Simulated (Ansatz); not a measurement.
**SiH₄, triplet along the scale of all distances**

All five atoms lie in one plane.

Starting geometry (PBE0/def2-TZVP stationary point for this spin, not checked as a minimum):

```csv
atom,x (Å),y (Å),z (Å)
Si,0.0000,0.0000,0.0000
H,-0.0115,1.0851,1.0776
H,-0.0165,-1.0776,1.0850
H,0.0165,1.0776,-1.0850
H,0.0115,-1.0851,-1.0776
```

From there all distances are scaled together; atoms are numbered as listed. Energies are in eV, counted from the starting geometry at the same level. Kohn–Sham curves are unrestricted where that lies lower.

Basis 6-31G; Ansatz 0.2.0. Correlated methods freeze the noble-gas cores.

Unrestricted Kohn–Sham rows aren't spin-pure: their determinants' ⟨S²⟩ exceeds S(S+1) by up to 1.74, so they mix in states of higher spin. The reference follows the lowest state, whose symmetry changes along the scan.

Full CI is exact within this basis and frozen core; it isn't the basis-set limit.

```
scale of all distances  r2SCAN
                 0.869   1.998
                 1.000   0.000
                 1.106   0.419
                 1.303   2.936
                 1.519   4.836
                 1.726   6.228
                 2.020   7.585
                 2.424   8.437
```

Q: Estimate the full CI curve in 6-31G from this one, knowing how r2SCAN differs from it in such a basis.

A: The computed full CI values, in eV from the starting point, and the difference of r2SCAN against them:
| scale of all distances | full CI | r2SCAN less full CI |
| --- | --- | --- |
| 0.869 | 2.238 | -0.240 |
| 1.000 | 0.000 | 0.000 |
| 1.106 | 0.193 | 0.226 |
| 1.303 | 2.175 | 0.761 |
| 1.519 | 3.702 | 1.134 |
| 1.726 | 4.789 | 1.439 |
| 2.020 | 5.855 | 1.730 |
| 2.424 | 6.408 | 2.029 |

r2SCAN at 2.424 lies 2.029 eV (32 %) above the reference in this basis.

In so small a basis the reference is far from its limit while semilocal and hybrid functionals are nearer theirs, so the functionals' errors here hold much of the reference's basis and frozen-core error, which can add to them or hide them. The set has no polarisation functions, which weighs most on the reference.
